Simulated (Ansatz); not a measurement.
This geometry of C2H5Mg (8 atoms, charge -1, multiplicity 1) is a first-order saddle point.

These are results of RKS B3LYP-D4/def2-SVP in Ansatz, not measurements.

```xyz
8
Properties=species:S:1:pos:R:3
C -1.336 1.264 -1.413
Mg -0.195 0.180 -0.220
C 1.057 -0.999 1.104
H -2.123 0.860 -2.080
H -1.302 2.367 -1.512
H 1.511 -0.377 1.903
H 1.899 -1.502 0.590
H 0.489 -1.794 1.628
```

**Question.** Which two structures does it join? (They come from a converged band through this point; their orientation in space is the band's.)

**Answer.** No bond is made or broken. The height of C1 over the plane of its neighbours goes from -0.26 to 0.26 Å.

Initial state:

```xyz
8
Properties=species:S:1:pos:R:3
C -1.446 1.296 -1.249
Mg -0.043 0.129 -0.422
C 1.061 -0.990 1.082
H -2.192 0.875 -1.958
H -1.195 2.318 -1.606
H 1.391 -0.352 1.928
H 1.974 -1.479 0.689
H 0.450 -1.798 1.536
```

Final state:

```xyz
8
Properties=species:S:1:pos:R:3
C -1.207 1.226 -1.548
Mg -0.368 0.222 -0.030
C 1.040 -0.987 1.107
H -2.146 0.866 -2.021
H -1.253 2.337 -1.535
H 1.520 -0.407 1.921
H 1.866 -1.411 0.500
H 0.547 -1.846 1.605
```

**Question.** How far does it lie above each of them?

**Answer.** 0.022 eV above the first and 0.020 eV above the second. This is the barrier of this one path; another mechanism may lie lower. Limits of this set-up: an anion without diffuse functions, the dipole of an ion depends on the origin.

The run took 2.2 min on 1 thread of Arm Neoverse V2, with other jobs on the host, peak memory 0.13 GiB.
